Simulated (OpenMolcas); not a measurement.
**Which level was it?**

The species is SiH4O2 (7 atoms), meant as a singlet with charge 0. SMILES: `O[SiH2]O`. The shape is that of a GFN2-xTB optimisation. This is one conformer, not always the lowest.

| atom | x (Å) | y (Å) | z (Å) |
| --- | --- | --- | --- |
| O | -1.3924 | -0.0809 | 0.2665 |
| Si | 0.1235 | 0.4615 | 0.0233 |
| O | 1.1819 | -0.7325 | -0.3034 |
| H | -1.8688 | -0.5650 | -0.4032 |
| H | 0.2503 | 1.2624 | -1.1826 |
| H | 0.3789 | 1.1100 | 1.2983 |
| H | 1.3267 | -1.4555 | 0.3010 |

A calculation with OpenMolcas 26.06 gave:

| Item | Value |
| --- | --- |
| total energy | -440.8599 Eh |
| dipole moment | 1.28 D |
| HOMO energy | -12.47 eV |
| LUMO energy | 4.65 eV |
| HOMO–LUMO gap | 17.12 eV |
| largest force | 1.311 eV/Å |

Question: Which of these levels gave the numbers?
A. TPSS/pcseg-2
B. B3LYP/6-31G* (spherical functions)
C. HF/def2-SVP
D. HF/def2-TZVP

Answer: C. The others give -441.1685 Eh (HF/def2-TZVP), -442.4078 Eh (B3LYP/6-31G* (spherical functions)), -442.5587 Eh (TPSS/pcseg-2).
